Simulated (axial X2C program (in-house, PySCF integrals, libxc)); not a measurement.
## Photoelectron levels of PN by EOM-IP-CCSD

Computed with an in-house all-electron X2C program for linear molecules (integrals from PySCF): two-component X2C with atomic mean-field Coulomb and Gaunt terms, Gaussian nuclei, basis P dyall-v3z, N dyall-av3z with contracted cores.

R = 1.486 Å (near the PBE0 minimum at charge 0 of the determinant lowest at the starting distance; the state shown can have its own minimum elsewhere).

Hartree–Fock spinors of PN (one of each Kramers pair; a window near the gap, which can cut inner shells):

```csv
ω,occupied,ε (eV),character
1/2,yes,-31.05,"54% N s, 19% P s, 12% P p"
1/2,yes,-18.14,"34% P s, 30% N p, 15% P p"
1/2,yes,-13.21,"49% N p, 28% P p, 10% N s"
1/2,yes,-12.09,"56% N p, 35% P p, 4% N d"
3/2,yes,-12.09,"57% N p, 34% P p, 4% N d"
1/2,no,1.04,"44% P p, 28% N p, 18% P d"
3/2,no,1.04,"44% P p, 27% N p, 18% P d"
1/2,no,2.39,"55% N p, 26% N s, 10% P p"
1/2,no,2.53,"92% N p, 4% P p, 2% N d"
3/2,no,2.54,"92% N p, 5% P p, 3% N d"
1/2,no,2.56,"62% N s, 33% N p, 3% P d"
```

Vertical ionisation energies of PN to the states of PN⁺:

| Ω of PN⁺ | vertical IE (eV) | above lowest (cm⁻¹) | ionised spinor | one-hole weight |
| --- | --- | --- | --- | --- |
| 1/2 | 11.841 | 0 | 57% N pσ, 20% P pσ, 15% N sσ | 0.92 |
| 3/2 | 12.476 | 5121 | 57% N pπ, 34% P pπ | 0.94 |
| 1/2 | 12.499 | 5314 | 56% N pπ, 35% P pπ | 0.94 |
| 1/2 | 16.460 | 37255 | 39% P sσ, 24% P pσ, 18% N pσ | 0.85 |

Problem. What is the splitting of the first π pair in the table, and is it regular or inverted?

Solution. E(3/2) − E(1/2) = 5121 − 5314 = -193 cm⁻¹ at EOM-IP-CCSD: inverted, Ω = 3/2 lower. Splittings at this level can be off by ten to twenty per cent.

This point took 7.4 s on 1 thread of Intel(R) Xeon(R) Processor @ 2.30GHz (shared host).

Reference electrons by ω block (each with its −ω partner): 1/2: 9, 3/2: 2. 10 electrons of PN correlated (inner shells frozen), 94 natural virtual spinors (a truncated set); levels can be off by some tenths of an eV. Roots sought by Ω: (1/2: 4, 3/2: 3, 5/2: 1); the list ends where they run out and leaves out roots under 60 % one-particle weight. The solver can skip a root, and states that need a further excitation, which the method places far too high, are missing though they may lie low or lowest. T1 of the reference 0.019 (Lee–Taylor). Number of frozen shells: P 2 s, 1 p; N 1 s.
